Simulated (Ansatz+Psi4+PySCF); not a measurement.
A calculation with PySCF 2.14.0.

```python
from pyscf import gto, scf, cc

mol = gto.M(atom="""
H 0.000000 0.000000 0.370940
H 0.000000 0.000000 -0.370940
""", basis='cc-pvtz', charge=0, spin=0)
mf = scf.RHF(mol)
mf.kernel()
mycc = cc.CCSD(mf, frozen=None).run()
et = mycc.ccsd_t()
print(mf.e_tot, mycc.e_corr, et, mycc.e_tot + et)
```

The script is written out from the run's settings.

The run gave:

- Converged: yes
- Reference energy: -1.13295 hartree
- CCSD correlation energy: -0.03939 hartree
- Triples correction: 0.00000 hartree
- Total energy: -1.17234 hartree
- Spin squared of the determinant: 0.000
- T1 diagnostic: 0.006
- Largest doubles amplitude: 0.06
